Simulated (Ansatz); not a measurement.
# C₈H₁₈: small, medium and large basis sets

An exercise on one series of results from a longer session: the logs are not shown, and one member is left open.

Method: one geometry, several basis sets; program: Ansatz 0.2.0, Gaussian basis.

Plan: PBE0-D4/def2-SVP; ωB97M-V/def2-SVP; PBE0-D4/def2-QZVPP; ωB97M-V/def2-QZVPP; the functionals' def2-TZVPP values are taken from earlier runs.

### Structure used throughout

The geometry comes from an earlier relaxation with PBE0-D4 in a triple-zeta def2 set; it is a stationary point, not always the lowest conformer.

SMILES `CCC(CC)C(C)C`, 26 atoms, charge 0, spin multiplicity 1.

Atoms are counted from 1 here; the program's logs count them from 0.

Bond lengths: C1–C2 1.521 Å, C1–H9 1.093 Å, C1–H10 1.094 Å, C1–H11 1.092 Å, C2–C3 1.539 Å, C2–H12 1.094 Å, C2–H13 1.096 Å, C3–C4 1.528 Å, C3–C6 1.539 Å, C3–H14 1.100 Å, C4–C5 1.519 Å, C4–H15 1.096 Å, C4–H16 1.096 Å, C5–H17 1.093 Å, C5–H18 1.094 Å, C5–H19 1.093 Å, C6–C7 1.523 Å, C6–C8 1.522 Å and more. Angles: C2–C1–H9 111.5°, C2–C1–H10 110.6°, C2–C1–H11 111.8°, H9–C1–H10 107.7°, H9–C1–H11 107.8°, H10–C1–H11 107.3°, C1–C2–C3 113.9°, C1–C2–H12 108.2°, C1–C2–H13 109.7°, C3–C2–H12 110.0°, C3–C2–H13 109.5°, H12–C2–H13 105.3°, C2–C3–C4 112.2°, C2–C3–C6 113.2°, C2–C3–H14 107.3°, C4–C3–C6 111.1°, C4–C3–H14 106.7°, C6–C3–H14 105.7° and more.

The first run:

Contents of in.yaml:

```yaml
crystal:
  periodic: [false, false, false]
  atoms:
    - {symbol: C, position_ang: [-0.078134, -1.538007, -1.927999]}
    - {symbol: C, position_ang: [0.181173, -0.203327, -1.246584]}
    - {symbol: C, position_ang: [-0.192126, -0.183305, 0.245868]}
    - {symbol: C, position_ang: [-1.528982, 0.511842, 0.497542]}
    - {symbol: C, position_ang: [-2.719774, -0.144527, -0.180675]}
    - {symbol: C, position_ang: [0.914662, 0.402986, 1.140268]}
    - {symbol: C, position_ang: [1.286217, 1.837576, 0.787350]}
    - {symbol: C, position_ang: [2.152626, -0.483070, 1.153588]}
    - {symbol: H, position_ang: [0.181198, -1.502763, -2.989239]}
    - {symbol: H, position_ang: [0.519598, -2.328958, -1.466131]}
    - {symbol: H, position_ang: [-1.126366, -1.835214, -1.850748]}
    - {symbol: H, position_ang: [1.239681, 0.043014, -1.370176]}
    - {symbol: H, position_ang: [-0.364206, 0.590124, -1.769859]}
    - {symbol: H, position_ang: [-0.312943, -1.227877, 0.567533]}
    - {symbol: H, position_ang: [-1.461659, 1.554761, 0.167869]}
    - {symbol: H, position_ang: [-1.706268, 0.544952, 1.578903]}
    - {symbol: H, position_ang: [-2.630124, -0.120976, -1.269469]}
    - {symbol: H, position_ang: [-2.820177, -1.191187, 0.121209]}
    - {symbol: H, position_ang: [-3.649606, 0.366646, 0.079862]}
    - {symbol: H, position_ang: [0.509978, 0.410001, 2.161178]}
    - {symbol: H, position_ang: [2.045939, 2.216568, 1.475712]}
    - {symbol: H, position_ang: [1.700060, 1.905426, -0.222803]}
    - {symbol: H, position_ang: [0.427927, 2.510156, 0.842547]}
    - {symbol: H, position_ang: [1.904926, -1.506203, 1.449047]}
    - {symbol: H, position_ang: [2.628020, -0.526946, 0.169293]}
    - {symbol: H, position_ang: [2.898349, -0.101682, 1.855924]}
basis:
  gaussian: {orbitals: def2-SVP}
hamiltonian: {xc: pbe0, dispersion: d4}
output: {orbitals: {seedname: orbitals}}
```

Steps of the session up to this table: PBE0-D4 in def2-SVP; ωB97M-V in def2-SVP; PBE0-D4 in def2-QZVPP; ωB97M-V in def2-QZVPP.

One table of the session follows, with a row left open; its other results are not shown here.

It belongs to the step «Functionals by basis». 

| functional | basis | HOMO (eV) | LUMO (eV) |
| --- | --- | --- | --- |
| PBE0-D4 | def2-SVP | -8.39 | 1.74 |
| PBE0-D4 | def2-TZVPP | -8.40 | 1.16 |
| PBE0-D4 | def2-QZVPP | ? | ? |
| ωB97M-V | def2-SVP | -10.67 | 3.38 |
| ωB97M-V | def2-TZVPP | -10.68 | 2.57 |
| ωB97M-V | def2-QZVPP | -10.68 | 1.82 |

Estimate the missing values for PBE0-D4, def2-QZVPP.

The run gave: HOMO (eV): -8.40; LUMO (eV): 0.72.
